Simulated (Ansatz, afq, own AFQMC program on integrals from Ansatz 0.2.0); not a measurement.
# Where AFQMC and coupled cluster stand for CHB, triplet

```yaml
atoms:
  - { symbol: B, position_ang: [0.0000, 0.0000, 1.2474] }
  - { symbol: C, position_ang: [0.0000, 0.0000, -3.6736] }
  - { symbol: H, position_ang: [0.0000, 0.0000, 2.4261] }
```

Connectivity, by distances: BH ··· C.

Basis 6-31G. Only valence electrons are correlated. AFQMC by an in-house program on the Cholesky factors that Ansatz 0.2.0 writes for its CCSD(T) run. ph-AFQMC/CISD is guided by a CISD state made of CCSD amplitudes; releasing the constraint for a short imaginary time cuts its bias at the price of noise, slowly where states lie close. Error bars are statistical, one sigma.

Determinant: UHF, the one that the program's search chose, which needn't be the lowest solution. The geometry is a point of a scan.

Full CI on the same integrals is exact in this basis and with this determinant's frozen core.

Cautions: lower spins were not checked; strong correlation (T1 0.114, weight of the determinant 0.71, largest double 0.16); unrestricted determinant spin contaminated (⟨S²⟩ 2.48 against 2.00); the released energies are still falling, so no released level is given (meV from the phaseless value at times in 1/Eh: -6 ± 3 at 0.24, -8.4 ± 2.5 at 0.51, -13 ± 3 at 0.99, -15.2 ± 2.1 at 1.62, -18 ± 3 at 2.40), though the last usable value meets full CI within the noise.

```
T1 diagnostic                               : 0.1136
weight of the determinant in the CISD state : 0.714
⟨S²⟩ of the determinant                     : 2.480
size of the correlated space                : 8 electrons in 18 orbitals
```

```csv
level,correlation energy (eV)
MP2,-1.4147
CCSD,-2.4574
CCSD(T),-2.4844
```

Task: Estimate where full CI lies against CCSD(T) on the same integrals.

Result: 14.3 meV below CCSD(T).

Reference: full CI, correlation energy -2.499 eV. The cautions show a poor starting determinant, so the rows tell how each method copes with it here, and full CI is the sure value.

```tsv
level	E − E(reference) (meV)	share of correlation (%)
CCSD(T)	14.3	99.43
CCSDT	2.0	99.92
CCSDT(Q)	0.9	99.97
CCSDTQ	0.0	100.00
ph-AFQMC/CISD	19.5 ± 3.1	99.22
```

CCSDT and higher add their correlation energy to the determinant of the CCSD(T) run, since their own runs factorise the integrals more tightly (a shift of under 2 meV).
